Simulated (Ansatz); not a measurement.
# BClH3: the cost of one run

Method: UKS B3LYP-D4/6-31G*, in Ansatz 0.2.0.

### Step 1. The system as given

Bond lengths: B1–Cl3 1.860 Å, B1–H4 1.190 Å. Angles: Cl3–B1–H4 120.0°.

As a file:

```xyz
5

B     0.0000    0.0000    0.0000
H     0.0000    0.0000    1.4400
Cl    1.6108    0.0000   -0.9300
H    -1.0305    0.0000   -0.5950
H     0.0000    0.0000    2.4000
```

### Step 2. Pulling towards end A

Springs on the bonds that form and break draw the guess towards this end; the thresholds are loose.

input.yaml reads:

```yaml
crystal:
  periodic: [false, false, false]
  atoms:
    - { symbol: B, position_ang: [0.0, 0.0, 0.0] }
    - { symbol: H, position_ang: [0.0, 0.0, 1.44] }
    - { symbol: Cl, position_ang: [1.6108, 0.0, -0.93] }
    - { symbol: H, position_ang: [-1.0305, 0.0, -0.595] }
    - { symbol: H, position_ang: [0.0, 0.0, 2.4] }
magnetization:
  spin_polarized: true
  initial_magnetization: 1
basis:
  gaussian: { orbitals: "6-31G*" }
hamiltonian:
  xc: b3lyp
  dispersion: d4
relax:
  f_tol: 0.15
  max_steps: 25
  restrain:
    - { distance: [1, 4], at: 1.86, k: 30.0 }
    - { distance: [0, 1], at: 1.19, k: 30.0 }
```

The run is started by

```
ansatz run input.yaml --threads 1 --pin off --max-ram 2048MiB --backend cpu --events-out ev --progress --plain --runs-dir out
```

Q: Estimate wall time and peak memory on 1 thread of Intel Xeon 6975P-C (Granite Rapids), shared host.

About 4.1 s, with a peak of 0.13 GiB.
